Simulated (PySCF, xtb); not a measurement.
Homolysis of single bonds, series B SH-H. Isolated molecules, 0 K electronic values unless said otherwise. One relaxed conformer stands for each flexible species; it need not be the lowest. Strings in code marks are SMILES.

Quantity: homolytic bond dissociation enthalpy at 298 K (no spin–orbit term), in kJ/mol. Enthalpy corrections at 298 K come from GFN2-xTB frequencies (xtb).

Level 1: PBE0-D4/def2-TZVP (PySCF)
Level 2: B3LYP/3-21G // PBE0-D4/def2-TZVP (PySCF)
Level 3: M06-2X/6-31G* // PBE0-D4/def2-TZVP (PySCF)
Level 4: PBE/6-31G* // PBE0-D4/def2-TZVP (PySCF)

```csv
species,level 2,level 3,level 4
"S–B bond of `SBS` (H–S–B–S torsion 0°, S–B–S–H torsion 0°), giving `[BH]S` (H–B–S–H torsion 0°) and `[SH]`",407.8,445.0,447.1
"B–S bond of `BS` (H–B–S–H torsion 180°), giving `[BH2]` and `[SH]`",433.8,476.9,488.2
"S–B bond of `SB(S)S`, giving `S[B]S` (H–S–B–S torsion 180°, S–B–S–H torsion -180°) and `[SH]`",378.3,414.1,410.3
```

Problem. What does level 1 give for each?

Solution. 
- S–B bond of `SBS` (H–S–B–S torsion 0°, S–B–S–H torsion 0°), giving `[BH]S` (H–B–S–H torsion 0°) and `[SH]`: 442.1
- B–S bond of `BS` (H–B–S–H torsion 180°), giving `[BH2]` and `[SH]`: 477.9
- S–B bond of `SB(S)S`, giving `S[B]S` (H–S–B–S torsion 180°, S–B–S–H torsion -180°) and `[SH]`: 412.9
